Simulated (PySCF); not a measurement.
One molecule, one basis, several functionals.

Compound: C₅H₁₀O.
SMILES: `C=C(C)COC`

Torsions of this conformer, `[CH2:1]=[C:2]([CH3:3])[CH2:4][O:5][CH3:6]`: C1–C2–C4–O5 -132°, C2–C4–O5–C6 -177°.

PySCF, def2-SVPD basis, density fitting, gas phase, PBE0-D3(BJ)/def2-SVP geometry; singlet excitations by full TDDFT with frozen cores, triplets by Tamm–Dancoff TDDFT and ionisation energies by ΔSCF, from the lowest of the holes tried. One functional is left out:

```json
{"functional": "LDA", "exact exchange (%)": "0", "HOMO energy (eV)": "-6.02", "LUMO energy (eV)": "-1.01", "lowest singlet excitation (eV)": "5.12", "lowest triplet excitation (eV)": "4.57", "dipole moment (D)": "1.068", "mean polarisability (au)": "73.3", "vertical ionisation energy (eV)": "9.44"}
{"functional": "PBE", "exact exchange (%)": "0", "HOMO energy (eV)": "-5.92", "LUMO energy (eV)": "-0.80", "lowest singlet excitation (eV)": "5.23", "lowest triplet excitation (eV)": "4.35", "dipole moment (D)": "1.011", "mean polarisability (au)": "72.2", "vertical ionisation energy (eV)": "9.25"}
{"functional": "B3LYP", "exact exchange (%)": "20", "HOMO energy (eV)": "-7.00", "LUMO energy (eV)": "-0.02", "lowest singlet excitation (eV)": "6.32", "lowest triplet excitation (eV)": "4.34", "dipole moment (D)": "1.106", "mean polarisability (au)": "70.2", "vertical ionisation energy (eV)": "9.14"}
{"functional": "BHandHLYP", "exact exchange (%)": "50", "HOMO energy (eV)": "-8.19", "LUMO energy (eV)": "1.11", "lowest singlet excitation (eV)": "7.07", "lowest triplet excitation (eV)": "4.20", "dipole moment (D)": "1.198", "mean polarisability (au)": "67.7", "vertical ionisation energy (eV)": "9.18"}
```

Question: Predict the row of PBE0 (25 % exact exchange) by straight lines through the other rows, and check it.

Answer: 
```
                       property   line  computed  computed − line  B3LYP (20 %), for comparison
               HOMO energy (eV)  -7.12     -7.20            -0.08                         -7.00
               LUMO energy (eV)   0.12      0.23            +0.11                         -0.02
 lowest singlet excitation (eV)   6.22      6.52            +0.30                          6.32
 lowest triplet excitation (eV)   4.33      4.25            -0.08                          4.34
              dipole moment (D)  1.120     1.104           -0.016                         1.106
       mean polarisability (au)   70.1      69.4             -0.7                          70.2
vertical ionisation energy (eV)   9.23      9.15            -0.08                          9.14
```

Question: Which of these properties follows the share of exact exchange most closely, and which least?

Answer: Most closely the HOMO energy, least the vertical ionisation energy; the correlations over the tabulated rows are HOMO energy -0.997, LUMO energy 0.995, mean polarisability -0.977, lowest singlet excitation 0.977, dipole moment 0.955, lowest triplet excitation -0.807, vertical ionisation energy -0.623. The HOMO energy moves by -0.446 eV for every 10 %. Functionals with the same share still differ in their other parts: at 0 % LDA and PBE differ by 0.10 eV in it.
